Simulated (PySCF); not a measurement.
# Solvent effects on NMR parameters

Cartesian coordinates in Å; atom numbers follow the order of the lines, from 1:
```xyz
6

N     1.381   -0.518   -1.551
C     0.634   -0.253   -0.710
C    -0.312    0.080    0.359
F    -0.598    1.408    0.369
H     0.130   -0.215    1.326
H    -1.237   -0.501    0.207
```

GIAO PBE0/pcSseg-1 in PySCF 2.14.0 with density-fitted response routines on one PBE0-D3(BJ)/def2-SVP conformer, non-relativistic, equivalent nuclei averaged. Solvents enter as an IEF-PCM continuum (chloroform with ε = 4.7, tetrahydrofuran with ε = 7.4, acetonitrile with ε = 35.7) around the gas-phase geometry. Shifts are referred to TMS, CFCl3 computed in the same medium.

Gas phase, δ in ppm: C2 119.7, C3 67.2, F4 -258.9, H5/H6 4.85. Dipole moment 3.28 D.

(1) How does each δ change in the continuum?

(2) Which nuclei move most (in ppm), and what does the model miss?

Answers

(1) 
```csv
atoms,environment,"Δδ, chloroform","Δδ, tetrahydrofuran","Δδ, acetonitrile"
C2,nitrile carbon,+4.5,+5.2,+6.3
C3,"sp3 CH2 bonded to F, α to a nitrile",+1.7,+2.0,+2.4
F4,fluorine on an sp3 carbon,-5.4,-6.1,-7.2
H5/H6,"hydrogen on an sp3 CH2 bonded to F, α to a nitrile",+0.35,+0.41,+0.49
```

Changes are relative to the gas phase. The dipole moment becomes 3.92 D in chloroform, 4.02 D in tetrahydrofuran, 4.16 D in acetonitrile.

(2) F4 (fluorine on an sp3 carbon, -7.2 ppm) in acetonitrile. A continuum only polarises the solute; specific hydrogen bonds, the anisotropy of aromatic solvents and changes of geometry or conformer are outside it.
